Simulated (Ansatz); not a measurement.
## bcc Mo

Computed with r²SCANh in Ansatz (PAW).

Numerical settings: plane-wave cutoff 520 eV, 14×14×14 k mesh, Fermi–Dirac smearing 0.05 eV, no spin polarisation, scalar-relativistic PAW data made under PBE.

Cell: relaxed at this level.

```json
{
  "volume_per_atom": "15.56 Å³/atom",
  "bulk_modulus": "286 GPa",
  "lattice_constant_a": "3.145 Å",
  "pressure derivative B′ of the bulk modulus": "4.3"
}
```

Measured, for comparison: equilibrium volume per atom 15.49 Å³/atom, lattice constant a 3.141 Å (static lattice: zero-point anharmonic expansion removed; as tabulated in Mejia-Rodriguez and Trickey (2018), arXiv:1807.09216); bulk modulus 265 GPa (zero-point energy and finite temperature contributions removed, our sources range from 265 to 278; as tabulated in doi:10.1021/acs.jctc.3c00612). Computed (rounded) less measured: equilibrium volume per atom +0.5 %, bulk modulus +8 % (+3 % to +8 % over the range), lattice constant a +0.1 %.

Static lattice: no zero-point or thermal effects.

Ansatz is a quantum-chemistry and plane-wave program.
